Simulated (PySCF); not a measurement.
Rock-salt LiF: PBE at its full settings () and at cheaper ones, in a cell of 2 atoms.

| level and setting | lattice parameter a (Å) | bulk modulus B0 (GPa) |
|---|---|---|
| PBE (PySCF) | 4.071 | 66.2 |
| PBE/STO-3G (2×2×2 k mesh) (PySCF) | 3.836 | 157 |

Largest shifts from the full settings: lattice constant a -5.77 % (PBE/STO-3G (2×2×2 k mesh)), against a difference of +2.49 % of the full result from the reference 3.972 Å (measured, static lattice: zero-point anharmonic expansion removed, sources range from 3.964 to 3.974; as tabulated in Mejia-Rodriguez and Trickey (2018), arXiv:1807.09216); bulk modulus +137 % (PBE/STO-3G (2×2×2 k mesh)), against a difference of -13.2 % of the full result from the reference 76.3 GPa (measured, 0 K value with the zero-point phonon effect removed; as tabulated in Mejia-Rodriguez and Trickey (2018), arXiv:1807.09216).

Run with cheap settings on purpose, which may leave them unconverged: PBE/STO-3G (2×2×2 k mesh).
